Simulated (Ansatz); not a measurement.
# AlFH2: the cost of one run

Computed with Ansatz 0.2.0, Gaussian basis. Level: def2-QZVPP, core rule «outside noble gas», up to 6 orbitals frozen.

To be run: UHF; ROHF; CCSD(T) on UHF.

2 further runs of the same task are left out: 2 set aside as unsound or not needed.

## 1. The system

The geometry is a PBE0/def2-TZVP stationary point (not a proven minimum) of the parent state, kept for this charge and spin.

4 atoms, charge 1, spin multiplicity 2.

Atoms are counted from 1 here; the program's logs count them from 0.

Bond lengths: Al1–F2 1.650 Å, Al1–H3 1.576 Å, Al1–H4 1.576 Å. Angles: F2–Al1–H3 117.0°, F2–Al1–H4 117.0°, H3–Al1–H4 126.0°.

## 2. UHF

in.yaml

```yaml
crystal:
  periodic: [false, false, false]
  atoms:
    - {symbol: Al, position_ang: [0.000000, 0.000000, 0.623040]}
    - {symbol: F, position_ang: [0.000000, 0.000000, -1.026821]}
    - {symbol: H, position_ang: [0.000000, 1.404203, 1.338066]}
    - {symbol: H, position_ang: [0.000000, -1.404203, 1.338066]}
basis:
  gaussian: {orbitals: "def2-QZVPP.json"}
total_charge: 1
magnetization: {spin_polarized: true, initial_magnetization: 1}
hamiltonian: {xc: hf}
output: {orbitals: {seedname: orbitals}}
```

Launch:

```bash
> ansatz run in.yaml --threads 1 --pin off --events-out ev --progress --plain --max-ram 4096MiB --backend cpu
```

Q: Estimate wall time and peak memory on 1 thread of AMD EPYC 7R13, shared host.

About 6.5 s, with a peak of 0.4 GiB.
